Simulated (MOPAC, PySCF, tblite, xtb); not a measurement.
Scan of H2N, quartet: collinear N-H-H surface. Scanned: N-H distance and H-H distance.

Computed with: GFN2-xTB, 300 K electronic temperature (tblite); UHF/cc-pVTZ (PySCF); PBE = unrestricted PBE/cc-pVTZ run with PySCF 2.14.0; B3LYP = unrestricted B3LYP/cc-pVTZ run with PySCF; MP2 on UHF/cc-pVTZ, 1 core orbital frozen (PySCF); CCSD on UHF/cc-pVTZ, 1 core orbital frozen (PySCF); CCSD(T) on UHF/cc-pVTZ, 1 core orbital frozen (PySCF); PM6, unrestricted, heats of formation (MOPAC); PM7, unrestricted, heats of formation (MOPAC); GFN1-xTB (xtb); UKS-B3LYP/6-31G* = PySCF with unrestricted B3LYP/6-31G*, spherical d; UHF/3-21G = unrestricted Hartree-Fock/3-21G run with PySCF; UMP2/6-31G* = PySCF with unrestricted MP2 (frozen core)/6-31G*, spherical d; UKS-B3LYP/3-21G = unrestricted B3LYP/3-21G run with PySCF 2.14.0.

Energies in kcal/mol at chosen points (x: N-H distance (Å); y: H-H distance (Å)), relative to x = 2.55, y = 0.74:

| method | (3.02, 1.22) | (1.44, 1.55) | (0.96, 0.68) | (1.72, 1.81) | (2.55, 0.80) | (1.32, 0.74) | (2.55, 0.63) |
|---|---|---|---|---|---|---|---|
| GFN2-xTB | — | 11.1 | 52.8 | 38.8 | -0.8 | -0.2 | 9.7 |
| UHF | 45.9 | 61.7 | 95.2 | 75.7 | 1.7 | 34.3 | 6.2 |
| PBE | 38.3 | 37.2 | 68.2 | 64.0 | 0.8 | 15.2 | 7.7 |
| B3LYP | 41.0 | 44.6 | 73.1 | 71.2 | 1.2 | 19.0 | 6.9 |
| MP2 | 44.7 | 60.8 | 82.5 | 85.8 | 1.5 | 26.9 | 6.4 |
| CCSD | 39.6 | 55.8 | 83.8 | 80.2 | 1.2 | 26.7 | 6.8 |
| CCSD(T) | 39.6 | 54.1 | 82.6 | 78.5 | 1.2 | 25.9 | 6.9 |
| PM6 | 63.4 | 73.8 | 77.4 | 105.8 | 0.4 | 22.6 | 13.2 |
| PM7 | 66.9 | 80.6 | 81.0 | 111.7 | 0.7 | 25.2 | 13.9 |
| GFN1-xTB | 36.4 | 18.4 | 51.1 | 51.2 | 0.1 | -0.6 | 13.1 |
| UKS-B3LYP/6-31G* | 41.2 | 45.5 | 77.8 | 71.0 | 1.2 | 20.3 | 7.1 |
| UHF/3-21G | 46.7 | 62.5 | 106.8 | 73.5 | 1.7 | 35.9 | 6.4 |
| UMP2/6-31G* | 44.7 | 59.4 | 91.5 | 79.5 | 1.5 | 31.4 | 6.5 |
| UKS-B3LYP/3-21G | 41.7 | 46.2 | 84.0 | 70.7 | 1.1 | 21.0 | 7.5 |

Dashes: no converged value, or the column stops at the first point that the program doubted or that broke a chosen test of continuity, which isn't proof of a fault.
